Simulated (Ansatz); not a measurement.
GaS (P6₃/mmc, No. 194), treated with rVV10 (plane waves, PAW; Ansatz, a program for electronic structure).

Rigid layers of the crystal as relaxed at this level are moved apart or together:

| run | k mesh | layer repeat (Å) | energy against free layers (meV/Å²) | gap on the mesh (eV) |
|---|---|---|---|---|
| 1 | 12×12×4 | 7.445 | -16.43 | 0.929 |
| 2 | 12×12×4 | 7.595 | -18.63 | 1.038 |
| 3 | 12×12×4 | 7.745 | -19.36 | 1.148 |
| 4 | 12×12×2 | 7.945 | -18.90 | 1.289 |
| 5 | 12×12×2 | 8.245 | -16.72 | 1.477 |
| 6 | 12×12×2 | 8.745 | -12.25 | 1.697 |
| 7 | 12×12×2 | 9.745 | -6.08 | 1.946 |
| 8 | 12×12×2 | 11.745 | -1.86 | 2.121 |

The lowest energy of these points lies at a layer repeat of 7.75 Å.

Spin–orbit coupling is not included.
